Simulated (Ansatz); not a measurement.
# How the elastic constant C13 of 1T (CdI2-type) TiS2 moves with the method

No measured value is used here.

```json
[
 {"level (code)": "LDA (Ansatz)", "value (GPa)": "14.7", "cell (Å³/atom)": "17.27"},
 {"level (code)": "PBE (Ansatz)", "value (GPa)": "0.59", "cell (Å³/atom)": "22.15"},
 {"level (code)": "PBEsol (Ansatz)", "value (GPa)": "…", "cell (Å³/atom)": "18.28"},
 {"level (code)": "PBE-D3(BJ) (Ansatz)", "value (GPa)": "11.7", "cell (Å³/atom)": "18.01"},
 {"level (code)": "PBE-D4 (Ansatz)", "value (GPa)": "9.43", "cell (Å³/atom)": "18.56"}
]
```

Task: Some entries are withheld; supply them.

Result: 
- PBEsol (Ansatz, a first-principles code), value (GPa): 6.70

LDA: LDA has no dispersion term either, though it tends to give short spacings of layers, chains or molecules. PBE, PBEsol: the cell comes from a level without a dispersion term, which matters for the spacing of layers, chains or molecules. PBE-D3(BJ), PBE-D4: the dispersion coefficients are held fixed in the derivatives. Each level is taken at its own relaxed cell. Ansatz's density-functional and Hartree–Fock values are scalar-relativistic unless marked +SOC, with PAW data made under PBE.
